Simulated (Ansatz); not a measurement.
**CHN (singlet): from Hartree-Fock to the top rungs at distance N1–C2 = 0.937 Å, 6-31G**

How much of the correlation energy of CHN (singlet) does each wave-function method recover here?

Program: Ansatz 0.2.0, Gaussian basis. Level of theory: 6-31G, core rule «outside noble gas», up to 2 orbitals frozen. These are calculated values, not measurements.

To be run: UHF; CCSD(T) on RHF; BCCD(T) on RHF; CISD; CCSDT(Q) on RHF; CISDTQ; CCSDTQ on RHF; CASSCF and MRCISD+Q, 2 electrons in 2 orbitals; CASSCF and NEVPT2, 2 electrons in 2 orbitals; CASSCF and MRCISD+Q, 10 electrons in 9 orbitals; CASSCF and NEVPT2, 10 electrons in 9 orbitals; Full CI.

27 further runs of the same task are left out: 1 for a known fault of the program, 23 that didn't finish, 3 set aside as unsound or not needed.

**1. What is computed**

The geometry derives from a PBE0/def2-TZVP stationary point (not a proven minimum). One bond is set to the value named and the two fragments are kept rigid.

3 atoms, charge 0, spin multiplicity 1.

Atoms are counted from 1 here; the program's logs count them from 0.

Bond lengths: N1–C2 0.937 Å, C2–H3 1.069 Å. Angles: N1–C2–H3 180.0°.

**2. UHF**

Contents of in.yaml:

```yaml
crystal:
  periodic: [false, false, false]
  atoms:
    - {symbol: N, position_ang: [0.000000, 0.000000, -0.980908]}
    - {symbol: C, position_ang: [0.000000, 0.000000, -0.043908]}
    - {symbol: H, position_ang: [0.000000, 0.000000, 1.024817]}
basis:
  gaussian: {orbitals: 6-31G}
magnetization: {spin_polarized: true, initial_magnetization: 0}
hamiltonian: {xc: hf}
output: {orbitals: {seedname: orbitals}}
```

The run is started by

```sh
ansatz run in.yaml --threads 1 --pin off --events-out ev --progress --plain --max-ram 2393MiB
```

After this run come: CCSD(T) on RHF; BCCD(T) on RHF; CISD; CCSDT(Q) on RHF; CISDTQ; CCSDTQ on RHF; CASSCF and MRCISD+Q, 2 electrons in 2 orbitals; CASSCF and NEVPT2, 2 electrons in 2 orbitals; CASSCF and MRCISD+Q, 10 electrons in 9 orbitals; CASSCF and NEVPT2, 10 electrons in 9 orbitals; Full CI.

Before running them: what should the planned runs give, taken together? Wanted: FCI below the RHF energy; RMP2 from FCI; RCCSD from FCI; RCCSD(T) from FCI; RCCSDT(Q) from FCI; NEVPT2 pair from FCI; MRCISD+Q pair from FCI; NEVPT2 valence from FCI; T1 diagnostic.

The runs gave:

```
                         quantity                                                                    value
         FCI below the RHF energy                                                               -4.9819 eV
                    RMP2 from FCI                                                               +392.1 meV
                   RCCSD from FCI                                                               +124.6 meV
                RCCSD(T) from FCI                                                                +20.7 meV
               RCCSDT(Q) from FCI                                                                 +0.2 meV
             NEVPT2 pair from FCI                                                               +342.9 meV
           MRCISD+Q pair from FCI                                                                +74.0 meV
          NEVPT2 valence from FCI                                                               +414.7 meV
levels within 1 kcal/mol (43 meV)  RCCSD(T), BCCD(T), RCCSDT, CISDTQ, RCCSDT(Q), RCCSDTQ, MRCISD+Q valence
                    T1 diagnostic                                                                    0.009
   effectively unpaired electrons                                                                     0.04
```

What this shows: RCCSD(T) misses by +20.7 meV, 0.4 % of the correlation energy. One determinant dominates. Of the multireference levels listed MRCISD+Q valence comes nearest in total energy (+16.5 meV), which doesn't show that its space is the better one. These misses are within one basis, not against nature.
